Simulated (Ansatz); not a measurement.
`N[Si]O` + H₂ → `O[SiH]` + NH₃ at 400 K and 1 bar (hydrogenolysis of the Si–N bond).

Computed with Ansatz on PBE0-D4/def2-TZVP structures; ΔE is electronic, products minus reactants. CCSD(T)/CBS is extrapolated from def2-TZVPP and def2-QZVPP, frozen cores. Each species was taken in one conformer, which may not be the lowest.

```json
{"species": "`N[Si]O`", "CCSD(T)/CBS energy (Eh)": "-420.80313", "H − E (kJ/mol)": "126.4", "S (J/(mol·K))": "298.2"}
{"species": "H₂", "CCSD(T)/CBS energy (Eh)": "-1.17463", "H − E (kJ/mol)": "38.0", "S (J/(mol·K))": "139.0"}
{"species": "`O[SiH]`", "CCSD(T)/CBS energy (Eh)": "-365.43384", "H − E (kJ/mol)": "70.5", "S (J/(mol·K))": "255.7"}
{"species": "NH₃", "CCSD(T)/CBS energy (Eh)": "-56.50568", "H − E (kJ/mol)": "104.2", "S (J/(mol·K))": "203.1"}
```

H − E and S are ideal-gas, rigid-rotor, harmonic terms from PBE0-D4/def2-TZVP, for one conformer and one mirror image of each species. 1 Eh = 2625.50 kJ/mol, R = 8.31446 J/(mol·K).

Question: By hand: ΔE, ΔH, ΔS and ΔG.

Answer: ΔE = (-365.43384) + (-56.50568) − (-420.80313) − (-1.17463) = 0.03824 Eh = 100.4 kJ/mol. Δ(H − E) = 70.5 + 104.2 − 126.4 − 38.0 = 10.3, so ΔH = 110.7 kJ/mol. ΔS = 255.7 + 203.1 − 298.2 − 139.0 = 21.6 J/(mol·K). ΔG = 110.7 − 400 × (21.6)/1000 = 102.1 kJ/mol.

Question: By hand: the equilibrium constant, and the temperature at which ΔG would vanish if ΔH and ΔS stayed fixed.

Answer: log₁₀ K = −ΔG/(RT ln 10) = -13.3. ΔG = 0 at ΔH/ΔS = 5125 K, far beyond where these terms or the molecules hold.

ΔH outweighs TΔS. A doubt of 5 kJ/mol in ΔE shifts log₁₀ K by 0.7 here. Other conformers and mirror images would add mixing entropy, several J/(mol·K) or more a flexible species. These are equilibria of isolated gas molecules and say nothing of rates. Largest T1 diagnostic: 0.016 (customary marks: 0.02 for closed shells, 0.045 for open ones).
